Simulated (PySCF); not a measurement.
PH and its ions

UHF; basis P def2-TZVPPD, H def2-TZVPPD; no relativity; PySCF 2.14. Neutral (UHF): triplet (π ↑↑), Re = 1.411 Å, ωe = 2497 cm⁻¹, De = 2.26 eV, HOMO -10.50 eV, LUMO 1.22 eV.

PH⁺ (UHF): doublet (π ↑), Re = 1.412 Å, ωe = 2528 cm⁻¹, De = 2.51 eV to P⁺ + H. The energies at the minima are -341.29281 hartree for PH and -340.93804 for PH⁺.

Task: Work out the adiabatic ionisation energy, without and with harmonic zero-point energies (1 hartree = 27.2114 eV, 1 eV = 8065.5 cm⁻¹), and the change of the bond length.

Result: At UHF: 0.35477 hartree = 9.654 eV between the minima; the zero-point term (2528.0 − 2497.0)/2 cm⁻¹ = +0.002 eV makes it 9.656 eV. Re changes by +0.1 pm against the neutral. The electron leaves a π orbital, which is non-bonding in a hydride.

For an ion De counts to the pair picked by the measured ionisation energies or electron affinities, which need not be the lowest pair at this level. Hartree–Fock leaves out correlation, which carries a large part of most bond energies and some tenths to 1 eV of ionisation energies. States were picked by a PBE0 search and need not be the measured ground states.
